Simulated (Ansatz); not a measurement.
This script drives the Python package of Ansatz (0.2.0).

The script reads `alh2s2.xyz`:
```text
5

S    -1.62030   -0.75670   -0.79230
Al   -0.33560    0.83260    0.17390
S     1.77260    0.30690    0.69990
H    -2.04740   -1.17140    0.43900
H     2.28070    0.71510   -0.56190
```

Script `alh2s2_composite.py`:
```python
"""A composite energy for AlH2S2: DFT geometry, MP2 basis limit, coupled-cluster correction."""

import ansatz as az
import numpy as np

SETTINGS = {
    "basis": "def2-SVP",
    "functional": "r2SCAN",
}


def main() -> None:
    system = az.Crystal.molecule_from_extxyz("alh2s2.xyz")

    job = system.calculation()
    job = job.basis(gaussian=SETTINGS["basis"])
    job = job.functional(SETTINGS["functional"])
    job = job.spin("collinear", total=1)
    symbols = [site.symbol for site in system.cartesian_sites]
    start = np.array([site.position_ang for site in system.cartesian_sites], dtype=float)
    r = job.relax(force_tolerance=0.01).run(threads=1, pin="off").report
    end = np.array(r["positions_ang"])
    print("final positions (A) and the move of each atom")
    for symbol, xyz, old in zip(symbols, end, start):
        print(f"{symbol:2s} {xyz[0]:10.5f} {xyz[1]:10.5f} {xyz[2]:10.5f}   {np.linalg.norm(xyz - old):7.4f}")

    minimum = az.Crystal.molecule()
    for symbol, place in zip(symbols, end):
        minimum = minimum.atom(symbol, place.tolist())
    at_minimum = minimum.calculation().spin("collinear", total=1)
    # MP2 extrapolated to the basis limit, plus the small-basis difference CCSD(T) - MP2
    level = lambda method, basis: at_minimum.basis(gaussian=basis).correlation(method).run(threads=1, pin="off").report
    small, large, cluster = level("mp2", "cc-pVDZ"), level("mp2", "cc-pVTZ"), level("ccsd_t", "cc-pVDZ")
    corr = lambda each: (each["free_energy_ev"] - each["reference_energy_ev"]) / 27.211386246
    mp2_limit = (27 * corr(large) - 8 * corr(small)) / 19
    pieces = {"HF / cc-pVTZ": large["reference_energy_ev"] / 27.211386246, "MP2 correlation, DZ-TZ limit": mp2_limit, "CCSD(T) - MP2 / cc-pVDZ": corr(cluster) - corr(small)}
    for name, value in pieces.items():
        print(f"{name:32s} {value:14.6f} Ha")
    print(f"{'sum':32s} {sum(pieces.values()):14.6f} Ha")
    print("T1 diagnostic", round(cluster["correlation"]["coupled_cluster"]["t1_diagnostic"], 4))


if __name__ == "__main__":
    main()
```

It is started by `python alh2s2_composite.py`. Estimate its wall time and peak memory on 1 thread of Arm Neoverse V1, with other jobs on the host.

It took about 2.3 min, with a peak of 0.33 GiB, for 4 runs of the engine.

```console
$ python alh2s2_composite.py
final positions (A) and the move of each atom
S    -1.87363   -0.39947   -0.28247    0.6721
Al   -0.48232    1.23594    0.25148    0.4362
S     1.69659    0.87038    0.36998    0.6574
H    -0.90913   -1.33984   -0.42039    1.4362
H     1.61849   -0.44052    0.04000    1.4616
HF / cc-pVTZ                       -1038.258101 Ha
MP2 correlation, DZ-TZ limit          -0.447450 Ha
CCSD(T) - MP2 / cc-pVDZ               -0.048209 Ha
sum                                -1038.753760 Ha
T1 diagnostic 0.0143
```

Reading the output:
- The settings weren't tested for convergence.
- The sum leaves out core correlation, relativity, the Hartree-Fock basis error and zero-point energy; a DZ-TZ extrapolation is rough.
- The run takes the species as open-shell (spin multiplicity 2), which needn't be its ground state.
- Inner cores stay frozen, so this is valence correlation.
- For Al to Cl the sets with a tight d function, cc-pV(X+d)Z, are usual.
- An extrapolation from small basis sets is rough.
